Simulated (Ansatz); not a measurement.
Input file:

```yaml
crystal:
  periodic: [false, false, false]
  atoms:
    - {symbol: Al, position_ang: [0.000000, 0.000000, 0.253900]}
    - {symbol: Ga, position_ang: [0.000000, 0.000000, -2.089700]}
    - {symbol: H, position_ang: [0.000000, 0.000000, 1.835800]}
basis:
  gaussian: {orbitals: 6-31G}
total_charge: 1
magnetization: {spin_polarized: false, initial_magnetization: 2}
correlation: {method: sc_nevpt2, electrons: outside_noble_gas, active_space: {window: {electrons: 4, orbitals: 10}}}
scf: {lower_state_search: off}
output: {forces: true}
```

```sh
$ ansatz run in.yaml --threads 1 --pin off --events-out ev --progress --plain --max-ram 2393MiB
```

Log:

```
these checks for a lower state are left out or cut short: stability, starts, cluster_reference, orbital_swaps, neighbouring_geometries, increment
420 factors; integrals over basis functions are off by at most 1.4e-4 eV
mean field evaluation 1: about -58914.2151 eV, gradient 5.6e0 eV
mean field evaluation 2: about -58914.2389 eV, gradient 5.6e0 eV
mean field evaluation 4: about -58914.9341 eV, gradient 1.6e0 eV
mean field evaluation 8: about -58915.0286 eV, gradient 5.2e-1 eV
mean field evaluation 16: about -58915.0474 eV, gradient 1.8e-6 eV
mean field -58915.04739139 eV, -2165.0880575802 hartree, gradient 1.8e-6 eV, S^2 2.000000; 0 other end points of the search recorded, 0 dependent functions left out
reference -58915.04739139 eV, -2165.0880575802 hartree; 23, 21 occupied and 21, 23 virtual orbitals, 420 factors
state -58915.97645253 eV, -2165.1221999473 hartree
state -58915.97645253 eV, -2165.1221999473 hartree; corrected -58916.48845670 eV, -2165.1410157534 hartree
the calculation of the forces begins
Total energy: -58916.48845670 eV, -2165.1410157534 hartree
Atom 0 at     0.000000     0.000000     0.253900 Å, force    -0.000000     0.000000     2.214781 eV/Å
Atom 1 at     0.000000     0.000000    -2.089700 Å, force    -0.000000     0.000000    -2.218672 eV/Å
Atom 2 at     0.000000     0.000000     1.835800 Å, force     0.000000    -0.000000     0.003891 eV/Å
Dipole moment:     0.000000     0.000000     0.335762 e Å
Checks for a lower state left out: stability, starts, cluster_reference, orbital_swaps, neighbouring_geometries, increment
```

Forces (eV/Å):
```
Al   0.000  0.000  2.215
Ga   0.000  0.000 -2.219
H    0.000  0.000  0.004
```

Ran on 1 thread of Arm Neoverse V1, shared host: 6 s wall, 0.13 GiB peak host memory.
